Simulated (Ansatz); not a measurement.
## Rock-salt SrO, bulk modulus

Reference value: 91 GPa (measured, 300 K, not corrected to a static lattice; as tabulated in Santana et al. (2016), arXiv:1608.06321).

```csv
level (code),value (GPa),cell (Å³/atom)
PBE (Ansatz),…,17.52
rVV10 (Ansatz),89.9,17.49
r²SCAN+rVV10 (Ansatz),96.7,16.98
B3LYP (VWN-RPA form) (Ansatz),88.3,17.58
Hartree–Fock (Ansatz),92.6,17.80
```

Problem. Fill in the missing entries.

Solution. 
- PBE (Ansatz, a program for electronic structure), value (GPa): 84.6

Differences against the reference: PBE -7.0 %, rVV10 -1.2 %, r²SCAN+rVV10 +6.3 %, B3LYP (VWN-RPA form) -3.0 %, Hartree–Fock +1.8 %.

The reference is not for a static lattice or low temperature, so close values are not ranked against it.

The measured value isn't corrected to a static lattice, so vibrations enter the comparison. A static lattice is as a rule stiffer than a warm one, by over a tenth in soft solids.  Each level is taken at its own relaxed cell. Cutoffs and k meshes differ between the levels. Ansatz's density-functional and Hartree–Fock values are scalar-relativistic unless marked +SOC, with PAW data made under PBE.

Differences are worked out from the printed values.
